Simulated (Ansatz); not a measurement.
Si3N4 (P31c, No. 159), treated with PBEsol (Ansatz, a quantum-chemistry and plane-wave program, plane waves, PAW).

Settings: plane-wave cutoff 520 eV, 6×6×6 k mesh, scalar-relativistic PAW data made under PBE.

Computed at the level's own relaxed cell.

Hill averages of the elastic tensor: K = 227.0 GPa, G = 130.3 GPa. Volume 10.524 Å³/atom, mean atomic mass 20.040 u.

### Question
Work out the density, the sound velocities of a polycrystal and the elastic Debye temperature at this level.

### Answer
ρ = 1.66054 × 20.040/10.524 = 3.162 g/cm³. v_l = √[(K + 4G/3)/ρ] = 11.258 km/s and v_t = √(G/ρ) = 6.419 km/s. The mean follows from 3/v_m³ = 1/v_l³ + 2/v_t³: v_m = 7.134 km/s. Θ_D = (ħ/k_B) v_m (6π²/V)^(1/3) = 76.38 K Å s/km × 7.134 × 1.7786 Å⁻¹ = 969 K, counting all atoms of the cell.

Note: the relaxation could not lower the start's symmetry, so the cell can be a saddle point above a distorted one.
